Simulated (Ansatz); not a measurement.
Process, species as SMILES: C=C=O → [CH-]=C=O + H+
B3LYP-D3(BJ)/def2-TZVP geometries, fixed; electronic energies without zero-point terms.
Largest species:
```xyz
5

C      0.0091     0.0017    -1.2056
C     -0.0008    -0.0001     0.1027
H      0.0282     0.9401    -1.7377
H     -0.0018    -0.9351    -1.7406
O     -0.0096    -0.0018     1.2620
```
Charge 0, spin multiplicity 1.

How fast the deprotonation energy converges with the basis for several methods (Ansatz, a first-principles code): deviation from each method's own reference, in kcal/mol. References: B3LYP 372.88 kcal/mol, the value in aug-pcseg-3; CCSD(T) 372.32 kcal/mol, Hartree-Fock in aug-cc-pVQZ plus the correlation part extrapolated as X^-3 from aug-cc-pVTZ and aug-cc-pVQZ; HF 382.25 kcal/mol, the value in aug-pcseg-3; MP2 368.22 kcal/mol, Hartree-Fock in aug-cc-pVQZ plus the correlation part extrapolated as X^-3 from aug-cc-pVTZ and aug-cc-pVQZ; PBE 370.12 kcal/mol, the value in aug-pcseg-3; r2SCAN 373.16 kcal/mol, the value in aug-pcseg-3. Cartesian d functions, on some or all atoms, in 6-31G**; all else is spherical. In correlated methods cores are frozen. No added dispersion term, no relativity. 

```tsv
basis	functions	B3LYP	CCSD(T)	HF	MP2	PBE	r2SCAN
STO-3G	17	101.99	121.35	110.36	118.23	___	98.87
3-21G	31	20.34	23.40	13.15	24.64	___	15.22
6-31G	31	13.24	13.73	5.79	14.93	___	9.88
def2-SVP	52	11.83	16.73	7.20	17.18	___	9.01
6-31G**	55	18.06	21.03	12.80	21.88	___	14.55
def2-TZVP	105	2.76	3.40	1.59	3.54	___	2.13
pcseg-2	118	1.22	4.40	0.46	4.56	___	0.90
cc-pVQZ	225	2.78	3.48	1.79	3.86	___	2.31
```

Complete the blanks.


- STO-3G, PBE: 101.03
- 3-21G, PBE: 20.24
- 6-31G, PBE: 13.97
- def2-SVP, PBE: 12.33
- 6-31G**, PBE: 18.35
- def2-TZVP, PBE: 3.33
- pcseg-2, PBE: 1.63
- cc-pVQZ, PBE: 3.22

Mean absolute deviation over def2-TZVP, pcseg-2: HF 1.02, r2SCAN 1.52, B3LYP 1.99, PBE 2.48, CCSD(T) 3.90, MP2 4.05 kcal/mol.
